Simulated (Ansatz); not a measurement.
Species: H2O, SMILES `O` (charge 0, multiplicity 1).

Q: Give a relaxed geometry from B3LYP-D3(BJ)/def2-SVP in Ansatz (an electronic-structure program).

A: the end point of this relaxation (outside a Z-matrix the atoms follow the SMILES, hydrogens last).
Z-matrix (Å, degrees):
```
O
H 1 0.9667
H 1 0.9667 2 103.09
```
